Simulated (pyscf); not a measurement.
PySCF, gas phase, ωB97X-D3(BJ)/def2-SVP geometries.

### Question
What is the homolytic dissociation enthalpy (298 K, ωB97M-D3(BJ)/def2-TZVP) of the H–Nb bond of O=NbH(Cl)–Cl, to [O=Nb(Cl)–Cl]• + H•?

### Answer
H–Nb to [O=Nb(Cl)–Cl]• + H•: 2.89 eV. The 7 functionals that were run give +2.68 (M06-2X) to +2.98 eV (B3LYP-D3(BJ)). The radicals are drawn with the spin at the cut bond; how far it spreads was not checked. Other isomers of [O=Nb(Cl)–Cl]• were not searched in full and may lie lower. Open-shell species with a d-block atom are single-reference here; other states, and whether the spin sits on metal or ligand, were not checked. Elements past Kr carry the def2 core potentials, without spin-orbit coupling.
